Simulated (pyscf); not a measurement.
**Four-centre exchange: H₂B–OH + HF → H₂B–OH + HF**

Gas phase, singlet surface, charge 0. Bonds broken: O2–H7, H5–F6. Bonds formed: O2–H5, F6–H7. Structures and frequencies: ωB97X-D3(BJ)/def2-SVP in PySCF. Correlated levels are frozen-core, on RHF or UHF. ΔMP2 is the change of the MP2 total energy from the triple- to the quadruple-zeta basis.

Transition state (Å):

```xyz
7

B      0.1183     0.9781     0.0657
O     -0.1818    -0.3082     0.3574
H      1.2607     1.3453     0.2099
H     -0.7705     1.6980    -0.3248
H      0.1841    -1.3601     0.7243
F     -0.6400    -2.2864     0.7995
H     -0.9882    -1.1574     0.4154
```

One imaginary mode, 2148i cm⁻¹; descent along it reached the two sides named, in the forms told below.

```
bond   change  reactant side (Å)  saddle  product side
-----  ------  -----------------  ------  ------------
O2–H7  breaks              0.964   1.173         1.747
H5–F6  breaks              0.933   1.242           3.4
O2–H5   forms              1.746   1.173         0.964
F6–H7   forms                3.4   1.242         0.933
```

Electronic energies relative to the separated reactants (kcal/mol):

```tsv
level	barrier	reaction energy	reverse barrier
ωB97X-D3(BJ)/def2-TZVP	38.5	0.0	38.5
PBE/def2-TZVP	30.2	0.0	30.2
r²SCAN/def2-TZVP	33.6	0.0	33.6
B3LYP-D3(BJ)/def2-TZVP	36.2	0.0	36.2
PBE0-D3(BJ)/def2-TZVP	35.4	0.0	35.4
M06-2X/def2-TZVP	37.1	0.0	37.1
ωB97M-D3(BJ)/def2-TZVP	37.9	0.0	37.9
HF/def2-TZVP	56.7	0.0	56.7
MP2/def2-QZVPP	40.0	0.0	40.0
CCSD/def2-TZVPP	44.8	0.0	44.8
CCSD(T)/def2-TZVPP	42.0	0.0	42.0
CCSD(T)/def2-TZVPP + ΔMP2(QZVPP)	42.0	0.0	42.0
```

With CCSD(T)/def2-TZVPP + ΔMP2(QZVPP) energies and thermal terms (ideal gas, 1 atm, RRHO with modes under 100 cm⁻¹ raised to 100, one conformer, R ln 2 for rigid chiral ones), in kcal/mol:

```json
[
 {"T (K)": "298", "ΔH‡": "39.3", "ΔG‡": "48.8", "ΔH": "0.0", "ΔG": "0.0"},
 {"T (K)": "600", "ΔH‡": "38.9", "ΔG‡": "58.7", "ΔH": "0.0", "ΔG": "0.0"},
 {"T (K)": "900", "ΔH‡": "39.1", "ΔG‡": "68.6", "ΔH": "0.0", "ΔG": "0.0"},
 {"T (K)": "1200", "ΔH‡": "39.6", "ΔG‡": "78.3", "ΔH": "0.0", "ΔG": "0.0"}
]
```

On the reactant side the descent ends in a complex, 7.2 kcal/mol under the separated species and 45.8 kcal/mol under the saddle at ωB97X-D3(BJ)/def2-TZVP. On the product side the descent ends in a complex, 7.2 kcal/mol under the separated species and 45.7 kcal/mol under the saddle at ωB97X-D3(BJ)/def2-TZVP. The same reactants have a lower exit, to H₂B–F + H₂O (barrier +10.5 kcal/mol at ωB97M-D3(BJ), against +37.9 kcal/mol here). One saddle was located; it need not be the lowest between these sides. The CCSD(T) − MP2 part came from Ansatz, without density fitting, on the same reference.
